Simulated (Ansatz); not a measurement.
Molecule: C3H8, net charge 0, singlet state. 
Coordinates optimised at B3LYP-D3(BJ)/def2-TZVP (Ansatz, a quantum-chemistry and plane-wave program):
```xyz
11

C     -0.0014    -0.0033     0.5859
C      0.0027     1.2725    -0.2521
C     -0.0014    -1.2696    -0.2666
H     -0.8774    -0.0057     1.2413
H      0.8715    -0.0085     1.2455
H      0.0026     2.1656     0.3757
H     -0.0044    -2.1698     0.3510
H      0.8856     1.3165    -0.8947
H     -0.8771     1.3193    -0.8989
H     -0.8813    -1.3061    -0.9138
H      0.8814    -1.3090    -0.9097
```

Basis-set convergence of Hartree-Fock and CCSD(T) correlation energies (hartree) with Ansatz. Cores are frozen in the correlated levels unless marked. No spin-orbit coupling. Non-relativistic.

```tsv
basis	functions	E(HF)	E(corr, CCSD(T))
cc-pVDZ	-	-118.27250	-0.50797
cc-pVTZ	202	___	___
```

**Question.** Fill in the missing entries.

**Answer.** 
- cc-pVTZ, E(HF): -118.30771
- cc-pVTZ, E(corr, CCSD(T)): -0.60633
